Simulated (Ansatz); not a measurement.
Forms of BGeO and their order

Ansatz 0.2.0, basis cc-pVDZ; geometries are PBE0/def2-TZVP minima. Wave-function levels freeze the cores with the filled d shells of p-block atoms; HF, MP2 and coupled cluster are restricted for singlets and unrestricted otherwise, restricted open-shell where a d shell is frozen, Kohn–Sham unrestricted where that lies lower. The reference is CCSDT(Q) (coupled cluster only where its series has nearly closed). Semilocal and hybrid functionals correlate all electrons outside any core potential and usually lie nearer their basis limit than the reference, so part of their error here is the reference's basis and frozen-core error; RPA and the MP2 part of double hybrids freeze the same cores as the reference. None of these values is a measured one. Energies are electronic, without zero-point terms. No spin–orbit coupling and no scalar relativity. The set is small: such energies can lie up to about 0.3 eV from the limit, spin gaps mostly less, so near ties and functionals' places can change in larger sets. The species are chosen: bound, without strong static correlation by their natural occupations or amplitudes, and with a ladder that closes on the reference, so errors are smaller than for species at large; levels whose determinant breaks symmetry or spin markedly are left out.

A. doublet; B–Ge 2.094, B–O 1.207, angle at B 180°. Coordinates (Å): Ge 0.000 0.000 1.799; B 0.000 0.000 -0.296; O 0.000 0.000 -1.503
B. doublet; B–O 1.282, O–Ge 1.826, angle at O 180°. Coordinates (Å): B 0.000 0.000 -1.464; O 0.000 0.000 -0.181; Ge 0.000 0.000 1.645

**Question.** From bonding and spin, estimate the order of these in energy at CCSDT(Q), each at its own geometry.

**Answer.** At CCSDT(Q), above the lowest of those listed: A (0.000 eV), B (1.233 eV).

| level | B less A (eV) |
| --- | --- |
| CCSDT(Q) | 1.233 |
| HF | 0.907 |
| MP2 | 1.374 |
| CCSD(T) | 1.226 |
| CCSDT | 1.232 |
| PBE | 1.353 |
| PBE0 | 1.296 |
| wB97M-V | 1.115 |
| RPA-PBE | 1.181 |

Every level shown puts the same form lowest.

The geometries are PBE0's, not this basis's own minima.
